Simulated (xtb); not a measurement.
xtb input (GFN2-xTB):

```bash
xtb mol.xyz --gfn 2 --ohess tight --chrg -1 --uhf 0
```
mol.xyz:
```
6

C      0.02328736    -1.04761763    -0.02227758
C      0.75021466     0.09365565    -0.03949393
C      0.13888246     1.37397526    -0.01408424
H     -1.09784767    -0.99250662     0.01428559
H      0.43715347    -1.97755180     0.01821323
N     -0.33104212     2.45272284    -0.03641840
```

End of the output:

```
           -------------------------------------------------
          | TOTAL ENERGY              -10.429206291640 Eh   |
          | TOTAL ENTHALPY            -10.388972922518 Eh   |
          | TOTAL FREE ENERGY         -10.419885159676 Eh   |
          | GRADIENT NORM               0.000194635014 Eh/α |
          | HOMO-LUMO GAP               2.080765946678 eV   |
           -------------------------------------------------

------------------------------------------------------------------------
------------------------------------------------------------------------
 total:
 SCF:
 ANC optimizer:
Note: The following floating-point exceptions are signalling: IEEE_INVALID_FLAG IEEE_DENORMAL
normal termination of xtb
 analytical hessian:
```

It need not be the lowest isomer of its formula. Whether it binds its extra electron was not tested at this geometry.
